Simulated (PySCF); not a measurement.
# Checking a proposed structure

A compound C5H4O gives the data below (simulated from a calculation) and was assigned the structure `C#CCC=C=O`.

¹³C{¹H} NMR (computed): δ 184.4 (CH), 144.4 (CH), 126.8 (CH), 93.5 (CH), 79.8 (C).

¹H NMR (600 MHz, computed): δ 10.44 (d, J = 9.0 Hz, 1H), 6.64 (dd, J = 13.0, 4.5 Hz, 1H), 6.22 (ddd, J = 13.0, 9.0, 1.3 Hz, 1H), 3.86 (dd, J = 4.5, 1.3 Hz, 1H).

[PySCF 2.14.0 with density-fitted response routines: GIAO KT2/pcSseg-2 shieldings; geometry from PBE0-D3(BJ)/def2-SVP; spin–spin couplings from B3LYP/pcJ-1 (without the spin–dipole term); gas phase; a single conformation; non-relativistic]

Chemical shifts δ = σref − σ; ¹H, ¹³C vs TMS, all at this level.

Question: Compare with the shifts computed for the proposed structure, pairing carbons in order of shift.

Answer: Structure with atom numbers: `[CH:1]#[C:2][CH2:3][CH:4]=[C:5]=[O:6]`. Hydrogens are named by the atom that carries them.

```
atom  computed for proposal  given list  difference
  C5                  195.8       184.4       +11.4
  C2                   81.3       144.4       -63.1
  C1                   65.6       126.8       -61.2
  C3                   16.7        93.5       -76.8
  C4                   14.0        79.8       -65.8
```

The rms difference is 60.1 ppm and the largest -76.8 ppm at C3 (allylic sp3 CH2). The carbon types in order of shift don't match either: C, C, CH, CH2, CH for the proposal against CH, CH, CH, CH, C in the data. The proposal doesn't fit.

Question: Which isomer fits?

Answer: `C#C/C=C\C=O`.

- Carbon types of the structure: 1 × C, 4 × CH, which accounts for all hydrogens.
- δC 184.4: aldehyde carbonyl carbon; low-lying n→π* states of the double bond to the heteroatom give a large paramagnetic term (-252 ppm).
- δC 144.4: α carbon of a C=C–C=O unit; an sp2 carbon of a C=C bond.
- δC 93.5: terminal alkyne carbon; sp carbons lie upfield of alkene carbons because the cylindrical π system leaves one tensor component strongly shielded.
- δC 79.8: alkyne carbon; the triple bond shields along its axis, which puts it between sp3 and sp2 carbons.
- The protons at 6.64 and 6.22 share a coupling of 13.0 Hz (vicinal, cis across C=C).
- The protons at 6.22 and 10.44 share a coupling of 9.0 Hz (vicinal).

This is the structure that produced the data.

Multiplet labels drop couplings under 1 Hz and merge nearly equal ones. Unscaled 3J(H,H) at this level run about 10 % above measured values. Shifts are as computed. Against solution values, carbons near 30 ppm lie about +3 ppm off and those near 130 ppm about -1 ppm. Of 1211 compounds with measured shifts, 218 miss one by over three times the rms of a fit or turn the order of signals round; such compounds aren't used in these exercises.
